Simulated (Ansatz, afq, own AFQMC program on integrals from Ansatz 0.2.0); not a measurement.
Where AFQMC and coupled cluster stand for CH$_{3}$B, triplet

```xyz
5

B    -0.0122    0.0955    0.7352
C    -0.0122   -0.0564   -0.7536
H    -0.0122    1.1940    1.2228
H    -0.0122   -0.8636    1.4505
H     0.2995   -0.6832   -1.5789
```

Connectivity, by distances: BH2–CH.

Basis cc-pVDZ. Noble-gas cores (and the filled d shells of Ga–Kr and In–Xe) are frozen. Integrals, coupled cluster, full CI and functionals: Ansatz 0.2.0; the random walks run on the same integrals in our own AFQMC program. The CISD trial takes its coefficients from CCSD amplitudes. Released means that phaseless walkers are propagated on without the constraint, phases kept. Error bars are statistical, one sigma.

Determinant: UHF, the one that the program's search chose, which needn't be the lowest solution. The geometry is a point of a scan.

No full CI on the walks' own integrals is used here; CCSDT(Q) serves as the reference and is uncertain by about the last step of the cluster series.

Cautions: lower spins were not checked; the ph-AFQMC/HF walk drifts between its halves (2.1 errors).

The T1 diagnostic is 0.0174. The weight of the determinant in the CISD state is 0.906. The ⟨S²⟩ of the determinant is 2.017. The size of the correlated space is 10 electrons in 41 orbitals.

Reference: CCSDT(Q), correlation energy -5.675 eV. The released energy is read at 2.40 1/Eh (meV from the phaseless value at times in 1/Eh: -5 ± 7 at 0.24, -2 ± 8 at 0.51, -15 ± 8 at 0.99, -30 ± 10 at 1.62, -29 ± 15 at 2.40).

```tsv
level	E − E(reference) (meV)	share of correlation (%)
HF	5675.0	0.00
MP2	1119.7	80.27
CCSD	150.8	97.34
CCSD(T)	29.8	99.47
CCSDT	5.1	99.91
ph-AFQMC/HF	-44.0 ± 35.8	100.77
ph-AFQMC/CISD	15.0 ± 9.0	99.74
released AFQMC	-14.1 ± 15.5	100.25
```

Released energies are given only where the last usable release times agree within the noise; a slower fall can still hide under it.
